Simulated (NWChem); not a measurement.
# Lowest excitation of ethanethiol (C$_{2}$H$_{6}$S)

```xyz
9

C     -1.4828     0.7695    -0.2516
C     -0.5455    -0.4169    -0.4453
S      1.0731    -0.2620     0.4140
H     -2.4515     0.5831    -0.7462
H     -1.0578     1.6896    -0.6849
H     -1.6694     0.9573     0.8169
H     -0.9823    -1.3347    -0.0205
H     -0.3658    -0.6174    -1.5131
H      1.5270     0.7979    -0.2957
```
Charge 0, spin multiplicity 1.

Everything below was run with NWChem. The geometry was optimised at B3LYP/def2-SVP, a minimum by its harmonic frequencies. It is one conformer; others weren't searched.

Basis set: 6-31+G*.

```
method        lowest vertical singlet excitation energy (eV)  relative cost  difference from EOM-CCSD
------------  ----------------------------------------------  -------------  ------------------------
CIS                                                     5.98              1                     +0.35
TD-PBE                                                  5.03        under 3                     -0.60
TD-BHandHLYP                                            5.57        under 3                     -0.06
TD-B3LYP                                                5.26        under 3                     -0.37
EOM-CCSD                                                5.63              7                      0.00
```

The values span 0.95 eV, from TD-PBE (lowest) to CIS (highest). Relative cost: rough, from shared machines, SCF included, CIS = 1.

The correlated methods keep 7 core orbitals frozen. B3LYP has NWChem's definition, with VWN1-RPA local correlation. The Pople sets run with spherical d functions. Coupled-cluster values serve here as a point of comparison, not as the truth.
